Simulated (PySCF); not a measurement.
Molecule: SMILES C[C+](C#C)C, [C$_{5}$H$_{7}$]+.

Bonds (- single, = double, # triple, : aromatic): C1#C2, C2-C3, C3-C4, C3-C5. C1 carries H6; C4 carries H7, H8, H9; C5 carries H10, H11, H12. Formal charges: C3 +1.

Total charge +1.

Frames of a GFN2-xTB Langevin trajectory at 300 K; GIAO PBE0/pcSseg-1 shieldings in PySCF 2.14, gas phase, non-relativistic; equivalent atoms averaged within each frame.

δ = σ(ref) − σ, references computed at the same level: TMS for ¹³C (186.93 ppm) and ¹H (31.72 ppm). The references are static minima.

How do the shifts (ppm) fluctuate along the trajectory?

Answers


```csv
time (fs),C3,C1,C2,C4/C5,H6,H7/H8/H9/H10/H11/H12
optimised geometry,288.4,218.8,103.8,52.1,11.05,4.21
250,296.9,194.9,109.3,53.8,10.00,4.63
425,286.9,211.1,103.4,51.4,10.60,4.32
625,304.7,232.8,109.6,55.8,12.05,4.25
800,284.2,220.3,109.8,48.9,11.52,4.36
1000,292.1,235.3,105.2,52.7,12.48,3.96
mean of frames,293.0,218.9,107.5,52.5,11.33,4.30
standard deviation,8.2,16.6,2.9,2.6,1.02,0.24
```

5 frames give an uncertainty of the mean of about the standard deviation over 2.2 at best, since frames this close in time may not be independent; classical motion lacks zero-point vibration, and the reference would need the same averaging.
